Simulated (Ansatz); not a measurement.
Lattice parameter a of Re (model structure, started from the beta-Sn type, I4₁/amd, No. 141, 2 atoms in the cell) at several levels of theory

No measured value is used here.

```json
[
 {"level (code)": "PBE (Ansatz)", "value (Å)": "5.038"},
 {"level (code)": "PBEsol (Ansatz)", "value (Å)": "4.990"},
 {"level (code)": "PBE-D3(BJ) (Ansatz)", "value (Å)": "5.002"},
 {"level (code)": "r²SCAN (Ansatz)", "value (Å)": "5.007"}
]
```

Density-functional levels without +SOC have no spin–orbit coupling. Ansatz's density-functional and Hartree–Fock values are scalar-relativistic unless marked +SOC, with PAW data made under PBE.

A model structure was made by putting elements into a prototype or built by hand; it is no filed structure, need not be a known phase, and can be a saddle point held by its symmetry.

Ansatz is a program for electronic structure.
